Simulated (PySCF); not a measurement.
Two species compared at the same levels of theory.

First species: Tetramethylene sulfoxide, C4H8OS.
Z-matrix (Å and degrees, GFN2-xTB geometry), rows numbered from 1:
```
O 
S   1  1.4637
C   2  1.8674  1  105.51
C   3  1.5175  2  108.00  1  -115.89
C   4  1.5247  3  106.06  2    34.63
C   5  1.5150  4  105.38  3   -50.79
H   3  1.0886  2  104.83  1     4.09
H   3  1.0873  2  108.39  1   121.10
H   4  1.0908  3  111.15  2   156.22
H   4  1.0925  3  110.13  2   -83.80
H   5  1.0918  4  109.80  3    67.09
H   5  1.0909  4  111.87  3  -172.43
H   6  1.0888  2  106.42  1  -154.54
H   6  1.0865  2  107.84  1   -36.48
```

Second species: C₄H₈ClF.
SMILES: `CC(C)(Cl)CF`

Levels: B3LYP/def2-SVPD for HOMO energy, LUMO energy, HOMO–LUMO gap and static isotropic polarisability; TDDFT B3LYP/def2-SVPD for lowest singlet excitation; TDA B3LYP/def2-SVPD for lowest triplet excitation (Tamm–Dancoff). Geometries: GFN2-xTB. All species are isolated and taken at one optimised geometry, non-relativistic unless stated; the electronic structure was computed with PySCF and density fitting.

Dipoles, sizes and rotational constants follow the conformer. The torsions of the flexible species, by atom-mapped SMILES:
- `[CH3:1][C:2]([CH3:3])([Cl:4])[CH2:5][F:6]`: C1–C2–C5–F6 -63°

The conformers of `O=S1CCCC1` aren't listed.

| property | column X | column Y |
| --- | --- | --- |
| HOMO energy | -6.33 eV | -8.39 eV |
| LUMO energy | 0.09 eV | 0.01 eV |
| HOMO–LUMO gap | 6.42 eV | 8.40 eV |
| lowest singlet excitation | 5.50 eV | 7.15 eV |
| lowest triplet excitation (Tamm–Dancoff) | 4.89 eV | 6.51 eV |
| static isotropic polarisability | 70.6 au | 65.2 au |

Problem. Which column belongs to which species?

Solution. Column X is the first species and column Y the second. The first has 14 atoms and 56 electrons, the second 14 and 58.

Problem. How does each property change from the first species to the second?

Solution. HOMO energy -2.06 eV; LUMO energy -0.08 eV; HOMO–LUMO gap +1.98 eV; lowest singlet excitation +1.65 eV; lowest triplet excitation (Tamm–Dancoff) +1.62 eV; static isotropic polarisability -5.4 au.

On the first: The vertical singlet–triplet gap S1 − T1 is 0.61 eV (TDDFT singlet less Tamm–Dancoff triplet; S1: HOMO→LUMO, weight 0.61; T1: HOMO→LUMO+1, weight 0.79). The 8 singlets span 5.50 to 6.79 eV, and their oscillator strengths add up to 0.12.

On the second: The principal polarisabilities are 62.2, 62.3 and 71.0 au; their mean is the isotropic value. In wavenumbers S1 is 57700 cm⁻¹ (1 eV = 8065.54 cm⁻¹).
